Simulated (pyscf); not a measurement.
# Four-centre exchange: `[F][Si]([SiH3])([SiH3])[SiH3]` + `[Cl][Cl]` → `[F][Si]([SiH3])([SiH3])[Cl]` + `[SiH3][Cl]`

Gas phase, singlet surface, charge 0. Bonds broken: Si2–Si3, Cl15–Cl16. Bonds formed: Si2–Cl15, Si3–Cl16. Optimised with ωB97X-D3(BJ)/def2-SVP in PySCF.

Transition state (Å):

```xyz
16

F     -1.1229    -0.4506     2.0516
Si    -0.8079     0.2672     0.6227
Si    -0.6794    -0.7741    -1.6329
Si    -2.8640     1.2374     0.0470
Si     1.1388     1.5375     0.8025
H     -0.1713     0.6196    -1.9476
H      0.2538    -1.6934    -2.3181
H     -2.0864    -0.8733    -2.1010
H     -2.7307     1.9275    -1.2673
H     -3.8833     0.1550    -0.0426
H     -3.2589     2.2186     1.0998
H      1.8055     1.0823     2.0534
H      0.8334     2.9974     0.8861
H      2.0016     1.2845    -0.3832
Cl     1.1888    -1.8936     0.6488
Cl    -1.0867    -2.6457    -0.0298
```

One imaginary mode, 604i cm⁻¹; descent along it reached the two sides named.

```
bond       change  reactant side (Å)  saddle  product side
---------  ------  -----------------  ------  ------------
Si2–Si3    breaks              2.336   2.488           4.2
Cl15–Cl16  breaks              2.019   2.491           3.5
Si2–Cl15    forms                3.5     2.9         2.076
Si3–Cl16    forms                3.5   2.498         2.071
```

Electronic energies relative to the separated reactants (kJ/mol):

```tsv
level	barrier	reaction energy	reverse barrier
ωB97X-D3(BJ)/def2-TZVP	233.1	-363.8	596.9
B3LYP-D3(BJ)/def2-TZVP	182.6	-353.2	535.8
PBE0-D3(BJ)/def2-TZVP	193.0	-351.8	544.8
M06-2X/def2-TZVP	219.6	-373.7	593.3
ωB97M-D3(BJ)/def2-TZVP	226.7	-369.4	596.1
HF/def2-TZVP	400.7	-401.3	801.9
```

With ωB97M-D3(BJ)/def2-TZVP energies and thermal terms (ideal gas, 1 atm, RRHO with modes under 100 cm⁻¹ raised to 100, one conformer, R ln 2 for chiral ones without a mode under 150 cm⁻¹), in kJ/mol:

```
T (K)    ΔH‡    ΔG‡      ΔH      ΔG
-----  -----  -----  ------  ------
298    228.0  275.7  -366.6  -368.9
600    229.3  323.5  -369.1  -370.1
900    230.6  370.3  -371.0  -370.2
1200   231.8  416.7  -372.7  -369.7
```

From the product side, •H₂Si–Cl + H• + F–Si(SiH₃)(SiH₃)–Cl lies, by one bond made or cut, 191.4 kJ/mol under this saddle at ωB97M-D3(BJ)/def2-TZVP. One saddle was located; it need not be the lowest between these sides. One closed-shell reference is unstable to symmetry breaking; treat the single-reference values with care.
